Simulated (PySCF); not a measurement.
Core-level binding energies of `Pc1ccsc1`

Species: C₄H₅PS.
Numbering: `[PH2:1][c:2]1[cH:3][cH:4][s:5][cH:6]1`

Structure used (GFN2-xTB), in Å, numbered top down from 1:
```xyz
11
C4H5PS angstrom
P      2.1098   -0.6202    0.0677
C      0.3745   -0.1064   -0.1236
C     -0.6933   -0.7222    0.5860
C     -1.9033   -0.2236    0.2409
S     -1.7829    0.9954   -0.9675
C     -0.0727    0.8318   -1.0025
H      2.2388   -0.1503    1.3758
H      2.6472    0.5475   -0.4693
H     -0.5466   -1.4952    1.3199
H     -2.8691   -0.4918    0.6210
H      0.5029    1.4376   -1.6745
```

Computed with PySCF 2.14.0, delta-SCF UKS SCAN, pcX-2 on the ionised atom, pcseg-1 elsewhere, spin-free X2C. Binding energies are ΔSCF values: E(core-ionised, relaxed orbitals) − E(ground state) at a fixed geometry, referred to the vacuum level.

Task: List the computed XPS lines with their assignment.

Result: 
```json
{"atom(s)": "S5", "environment": "thiophene-type sulfur", "level": "S 1s", "binding energy (eV)": "2477.83", "2p1/2 (eV)": "–", "above the level's lowest (eV)": "0.00", "count": "1"}
{"atom(s)": "P1", "environment": "phosphine phosphorus", "level": "P 1s", "binding energy (eV)": "2150.13", "2p1/2 (eV)": "–", "above the level's lowest (eV)": "0.00", "count": "1"}
{"atom(s)": "C4", "environment": "aromatic CH next to a ring sulfur", "level": "C 1s", "binding energy (eV)": "290.66", "2p1/2 (eV)": "–", "above the level's lowest (eV)": "+0.35", "count": "1"}
{"atom(s)": "C6", "environment": "aromatic CH next to a ring sulfur", "level": "C 1s", "binding energy (eV)": "290.48", "2p1/2 (eV)": "–", "above the level's lowest (eV)": "+0.17", "count": "1"}
{"atom(s)": "C2", "environment": "substituted aromatic carbon", "level": "C 1s", "binding energy (eV)": "290.35", "2p1/2 (eV)": "–", "above the level's lowest (eV)": "+0.04", "count": "1"}
{"atom(s)": "C3", "environment": "aromatic CH carbon", "level": "C 1s", "binding energy (eV)": "290.31", "2p1/2 (eV)": "–", "above the level's lowest (eV)": "0.00", "count": "1"}
{"atom(s)": "P1", "environment": "phosphine phosphorus", "level": "P 2p3/2", "binding energy (eV)": "136.55", "2p1/2 (eV)": "137.45", "above the level's lowest (eV)": "0.00", "count": "1"}
```

Lowest listed C 1s: C3, bonded to 2 C (aromatic in the SMILES) and H. Highest, 0.35 eV above it: C4, bonded to S (aromatic in the SMILES), C (aromatic in the SMILES) and H. The widest gap between neighbouring values is 0.18 eV, between 290.48 and 290.66 eV. The values 290.31 and 290.35 eV lie too close for their order to be trusted.

Task: Which photon wavelength matches the S 1s of S5 threshold?

Result: λ = hc/E = 12398.42 eV Å / 2477.83 eV = 5.004 Å.

Not every level is listed. Spin–orbit coupling isn't in the SCF: each 2p doublet comes from a relaxed spin-free hole plus a matrix of the shell (mean-field spin–orbit coupling and the ground-state 2p splitting), with 2p3/2 averaged over its two sublevels. 2p1/2 minus 2p3/2 (ligand field included): P 0.89 eV. The structure is a single GFN2-xTB conformer in the gas phase; no vibrational or solvent corrections.
